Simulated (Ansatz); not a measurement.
C$_{5}$H$_{9}$N, SMILES `CC(C)(C)C#N`. The species carries charge 0 and has multiplicity 1.

```xyz
15

C     0.379    0.154    1.423
C     0.173    0.018   -0.088
C    -0.407   -1.359   -0.425
C    -0.750    1.126   -0.603
C     1.475    0.150   -0.750
N     2.496    0.253   -1.269
H    -0.585    0.057    1.928
H     0.805    1.126    1.675
H     1.046   -0.622    1.800
H    -0.546   -1.474   -1.501
H    -1.378   -1.469    0.063
H     0.249   -2.158   -0.075
H    -0.893    1.048   -1.682
H    -1.724    1.037   -0.117
H    -0.341    2.112   -0.380
```

(1) What are the harmonic wavenumbers in cm⁻¹ at PBE0-D4/def2-TZVP (Ansatz, finite differences of forces, unscaled)? (An estimate is asked.)

(2) Is this a minimum?

(3) Give the ideal-gas thermochemistry at 298.15 K and 1 bar (rigid rotor, harmonic oscillator; point group C3v, symmetry number 3).

(4) And at 400, 500, 600, 800 and 1000 K?

## Answers

(1) Ansatz gave: 185, 186, 214, 270, 271, 355, 355, 372, 592, 592, 705, 897, 953, 953, 968, 1053, 1053, 1242, 1242, 1279, 1393, 1393, 1424, 1466, 1478, 1478, 1492, 1492, 1513, 2370, 3055, 3055, 3059, 3135, 3135, 3139, 3142, 3145, 3145.

(2) Yes, all 39 modes are real.

(3) Zero-point energy 342.4 kJ/mol; H(298) − E = 364.0 kJ/mol; entropy 329.7 J/(mol·K), of which translation 164.0, rotation 102.2, vibration 63.5; G(298) − E = 265.7 kJ/mol.

(4) 
```csv
T (K),H − E (kJ/mol),S (J/mol/K),G − E (kJ/mol)
400,377.6,368.5,230.1
500,393.6,404.2,191.5
600,412.0,437.8,149.4
800,454.8,499.0,55.6
1000,503.7,553.4,-49.8
```
